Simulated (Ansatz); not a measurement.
Reaction (cleavage of the B–Al bond): `[BH2][AlH][CH3]` + `N[SiH3]` → `BN[SiH3]` + `[CH3][AlH2]`

Computed with Ansatz on PBE0-D4/def2-TZVP structures; ΔE is electronic, products minus reactants. CBS: MP2 limit from def2 TZ/QZ plus the TZ coupled-cluster correction, frozen cores. This one scheme is used for every species. Functionals use def2-TZVPP. HSE06 is defined as in plane-wave codes.

CCSD(T)/CBS gives -171.7 kJ/mol.

Question: Another level gave -161.6 kJ/mol. Which?
A. revPBE/def2-TZVPP
B. PBE-QIDH/def2-TZVPP
C. HSE06/def2-TZVPP
D. CAM-B3LYP-D4/def2-TZVPP

Answer: A. revPBE -161.6, PBE-QIDH -173.5, HSE06 -167.7, CAM-B3LYP-D4 -179.6 kJ/mol.

Largest T1 diagnostic among the species: 0.012.

Leaving LDA and LC-ωPBE aside and taking each functional with its dispersion term where it has one, the values, not all of them listed here, spread over 12.5 kJ/mol, from B97M-V to revPBE-D4. LDA lies −13.7 kJ/mol from PBE without D4. From BLYP to BHLYP (50 % exact exchange), in def2-TZVPP and without D4, ΔE moves by −3.2 kJ/mol.
